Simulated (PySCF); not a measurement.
`ClC1CC1`. Computed geometry: GFN2-xTB, gas phase.

```
atom  x, y, z in Å
Cl1   -1.5851   -1.3434   -0.9068
C2    -0.5099   -0.5756    0.2530
C3    -0.1827    0.8715    0.0826
C4     0.8582   -0.1740   -0.1919
H5    -0.6594   -0.9832    1.2424
H6    -0.0962    1.4773    0.9717
H7    -0.6124    1.3890   -0.7605
H8     1.6736   -0.2978    0.5045
H9     1.1274   -0.3579   -1.2202
```

Question: Work out the bond lengths Cl1–C2, C2–C3, C2–H5, C3–C4, C3–H7, C4–H9 in bohr.

Answer: For Cl1–C2 the difference vector is (1.0752, 0.7678, 1.1598) Å, of length 1.7580 Å. 1 bohr = 0.529177 Å. Cl1–C2 3.322; C2–C3 2.822; C2–H5 2.042; C3–C4 2.836; C3–H7 2.038; C4–H9 2.039 bohr.

Question: Where is the centre of mass (commonest isotopes), and what is the radius of gyration?

Answer: Mass 76.008 u; centre at (-0.684, -0.583, -0.385) Å; Rg = √(Σ m r²/M) = 1.402 Å. As Ia + Ib + Ic = 2 Σ m r², the three principal moments sum to 298.7 u·Å².

Question: What is the repulsion energy of the bare nuclei, Σ ZA·ZB/RAB?

Answer: 153.38 Eh over 36 pairs, with full nuclear charges and distances in bohr; the largest single term is 30.70 Eh (Cl1 with C2).

Question: Give the dihedral angles H5–C2–C3–H6, Cl1–C2–C4–H9, H5–C2–C3–C4, Cl1–C2–C3–H6, C4–C2–C3–H7, H5–C2–C3–H7.

Answer: H5–C2–C3–H6 0° (synperiplanar); Cl1–C2–C4–H9 1° (synperiplanar); H5–C2–C3–C4 110° (anticlinal); Cl1–C2–C3–H6 142° (anticlinal); C4–C2–C3–H7 108° (anticlinal); H5–C2–C3–H7 -143° (anticlinal). Dihedral signs follow IUPAC: positive where, seen along the central bond, the front bond turns clockwise onto the rear one.

Question: How far apart are these pairs, which share no bond: Cl1···H5, C2···H7, C3···H5, C3···H8, C4···H6, H7···H8, H8···H9?

Answer: Cl1···H5 2.368 Å (2 bonds apart); C2···H7 2.213 Å (2 bonds apart); C3···H5 2.239 Å (2 bonds apart); C3···H8 2.234 Å (2 bonds apart); C4···H6 2.234 Å (2 bonds apart); H7···H8 3.110 Å (3 bonds apart); H8···H9 1.810 Å (2 bonds apart).

Question: How far are the heavy atoms from their best plane (unweighted least squares)?

Answer: 0.302 Å rms; Cl1 0.21, C2 0.52, C3 0.15, C4 0.15 Å (magnitudes).

Question: What are the angles Cl1–C2–H5, Cl1–C2–C4, Cl1–C2–C3, C2–C3–C4, C2–C3–H7, C4–C3–H6, H8–C4–H9?

Answer: From the scalar product of the two bond vectors; for Cl1–C2–H5 it is -0.6738 Å² over 1.7580 × 1.0805 Å², cos θ = -0.3547. Cl1–C2–H5 110.8°; Cl1–C2–C4 118.8°; Cl1–C2–C3 118.8°; C2–C3–C4 59.9°; C2–C3–H7 117.8°; C4–C3–H6 119.1°; H8–C4–H9 114.0°.

Question: Write the matrix of distances between heavy atoms (Å, lower triangle).

Answer: 
```
Cl1   0.000
C2    1.758  0.000
C3    2.802  1.493  0.000
C4    2.801  1.494  1.501  0.000
```

The point group is Cs within 0.08 Å; differences among equivalent distances and angles are scatter left by the optimiser. No frequency check.
